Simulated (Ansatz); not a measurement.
Process, species as SMILES: P (PH3) → [PH2] (PH2) + H atom
B3LYP-D3(BJ)/def2-TZVP geometries, fixed; electronic energies without zero-point terms.

How fast the bond dissociation energy converges with the basis for several methods (Ansatz, a program for electronic structure): deviation from each method's own reference, in kcal/mol. References: B3LYP 86.22 kcal/mol, the value in pcseg-4; CCSD(T) 87.75 kcal/mol, Hartree-Fock in aug-cc-pV(Q+d)Z plus the correlation part extrapolated as X^-3 from aug-cc-pV(T+d)Z and aug-cc-pV(Q+d)Z; HF 63.73 kcal/mol, the value in aug-pcseg-3; MP2 86.49 kcal/mol, Hartree-Fock in aug-cc-pV(Q+d)Z plus the correlation part extrapolated as X^-3 from aug-cc-pV(T+d)Z and aug-cc-pV(Q+d)Z; PBE 84.70 kcal/mol, the value in pcseg-4; r2SCAN 84.47 kcal/mol, the value in pcseg-4. Cartesian d functions, on some or all atoms, in 6-311G**; all else is spherical. In correlated methods cores are frozen. Open shells are unrestricted. No added dispersion term, no relativity. 

```csv
basis,functions,B3LYP,CCSD(T),HF,MP2,PBE,r2SCAN
def2-SV(P),24,-2.63,-13.04,-2.48,-13.55,-2.18,-2.59
cc-pV(D+d)Z,38,-0.94,-5.39,-0.48,-6.25,-0.49,-0.58
6-311G**,45,-0.53,-4.42,0.15,-5.37,-0.36,-0.06
cc-pV(T+d)Z,81,0.01,-1.88,-0.08,-2.23,0.13,0.07
def2-TZVPP,84,0.08,-1.69,0.01,-2.04,0.19,0.08
"6-311++G(3df,3pd)",101,0.13,-1.42,0.22,-1.77,0.14,0.21
aug-pcseg-2,119,-0.20,-1.54,-0.03,-2.00,-0.14,-0.08
aug-pcseg-3,236,-0.02,-0.77,0.00,-0.96,-0.01,-0.01
```

Mean absolute deviation over 6-311G**, cc-pV(T+d)Z, def2-TZVPP, 6-311++G(3df,3pd), aug-pcseg-2: HF 0.10, r2SCAN 0.10, B3LYP 0.19, PBE 0.19, CCSD(T) 2.19, MP2 2.68 kcal/mol.
